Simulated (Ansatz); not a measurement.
Results of HSE06 (PAW; Ansatz, an electronic-structure program) for 1T (CdI2-type) SnSe2.

Run with plane-wave cutoff 500 eV, 6×6×4 k mesh (along the axes of the cell as run), gaussian smearing 0.02 eV, scalar-relativistic PAW data made under PBE.

Cell (relaxed at this level):

```
CELL_PARAMETERS angstrom
      3.82762     0.00000     0.00000
     -1.91381     3.31482     0.00000
      0.00000     0.00000     6.91965
ATOMIC_POSITIONS crystal
  Sn 0.00000 0.00000 0.00000
  Se 0.66667 0.33333 0.77444
  Se 0.33333 0.66667 0.22556
```

Question: Predict the band gap.

Answer: 
* **band gap**: 1.46 eV (on the SCF k mesh)

Measured, for comparison: band gap 0.98 eV (temperature not stated, no zero-point or thermal correction, indirect, our sources range from 0.98 to 1.06; as tabulated in Gonzalez and Oleynik (2016), arXiv:1609.04381).

Note: the cell comes from a level without a dispersion term, which matters for the spacing of layers, chains or molecules; the cell has widely spaced layers and the level no dispersion term, so their spacing and the moduli can rest on weak binding.

Spin–orbit coupling is not included.

The computed numbers hold no vibrational or temperature effects.

The result took about 30 core-minutes (a rough figure).
